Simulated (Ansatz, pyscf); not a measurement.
H₂Si=S + H₂S → :HSi–SH [singlet] + H₂S, a concerted two-bond exchange on the singlet surface: H–Si, H–S broken, H–S, H–S formed. Single points on ωB97X-D3(BJ)/def2-SVP structures (PySCF, gas phase). Wave-function energies: Ansatz (a quantum-chemistry and plane-wave program), frozen core, RHF or UHF references. In kJ/mol, from the separated reactants.

| level | barrier | reaction energy |
|---|---|---|
| M06-2X/def2-TZVP | 149.48 | +40.43 |
| ωB97X-D3(BJ)/def2-TZVP | 152.53 | +48.14 |
| CCSD(T)/cc-pV(D+d)Z | 169.00 | +39.38 |
| CCSDT(Q)/cc-pV(D+d)Z | ___ | ___ |
| CCSD(T)/cc-pV(T+d)Z | 160.12 | +43.50 |
| CCSD(T)/cc-pV(Q+d)Z | ___ | +47.89 |

**Question.** Fill in the missing entries.

**Answer.** 
- CCSDT(Q)/cc-pV(D+d)Z, barrier: 166.30
- CCSDT(Q)/cc-pV(D+d)Z, reaction energy: +39.44
- CCSD(T)/cc-pV(Q+d)Z, barrier: 158.27

In cc-pV(D+d)Z, going from CCSD(T) to CCSDT(Q) shifts the barrier by -2.69 and the reaction energy by +0.06 kJ/mol. With HF in the quadruple-zeta basis and the correlation energy extrapolated as X⁻³ from X = 3, 4, CCSD(T) gives 155.09 and +49.81; adding the double-zeta shift gives ΔE‡ = 152.40 and ΔE = +49.87 kJ/mol, without core correlation, relativity or geometry relaxation at these levels. The reactants may also form a dative adduct at H₂Si=S; it and routes through it were not searched. This saddle turned up in a search for another step; its sides and bond changes are read from the two ends of the descent. The same reactants have a lower exit, to HS–SiH₂–SH (barrier -14.37 kJ/mol at ωB97M-D3(BJ)/def2-TZVP, against +155.63 kJ/mol here). One saddle was located; it need not be the lowest between these sides.
